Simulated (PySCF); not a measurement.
Rock-salt KI, treated with MP2 in PySCF (GTH pseudopotentials, Gaussian basis).

The same calculation (at the measured cell, 44.090 Å³/atom) with different numerical settings; throughout: k mesh 2×2×2:

```json
[
 {"run": "1", "basis": "DZ", "correlation energy (eV/atom)": "-2.1498", "total energy (eV/atom)": "-538.7678"},
 {"run": "2", "basis": "TZ", "correlation energy (eV/atom)": "-4.0541", "total energy (eV/atom)": "-540.7500"},
 {"run": "3", "basis": "QZ", "correlation energy (eV/atom)": "-5.1133", "total energy (eV/atom)": "-541.8247"}
]
```

In the column total energy (eV/atom) the first row differs from the last by +3.0569 and the next to last by +1.0747.

The last row is no converged limit: other settings stay fixed.
